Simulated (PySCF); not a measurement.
# What an electron can do to AlH

PBE in PySCF with def2-TZVPPD on every atom, for the lowest determinant that a PBE0 search found; no spin–orbit coupling.

```csv
species,state (unpaired electrons),Re (Å),ωe (cm⁻¹),energy of the minimum from the neutral (eV),De (eV),dissociates to
AlH,singlet (closed shell),1.679,1584,0.00,3.01,Al + H
AlH⁺,doublet (σ ↑),1.637,1579,8.13,0.95,Al⁺ + H
```

Problem. Work out the lowest energy to break AlH into atoms, from its vibrational ground state.

Solution. D0 = De − ωe/2 = 3.01 − 0.10 = 2.91 eV (PBE/def2-TZVPPD).

Problem. Work out the ionisation energy of the Al atom at this level and the threshold of dissociative ionisation.

Solution. IE(Al) = 8.13 + 0.95 − 3.01 = 6.07 eV, so Al⁺ + H + e⁻ appears at D0 + IE(Al) = 8.98 eV (PBE/def2-TZVPPD). The measured IE(Al) is 5.986 eV (NIST ASD).

These are thermodynamic thresholds; the onsets seen under electron impact lie higher where the geometry changes, and cross-sections peak well above them.

For an ion De counts to the pair picked by the measured ionisation energies or electron affinities, which need not be the lowest pair at this level. States were picked by a PBE0 search and need not be the measured ground states.
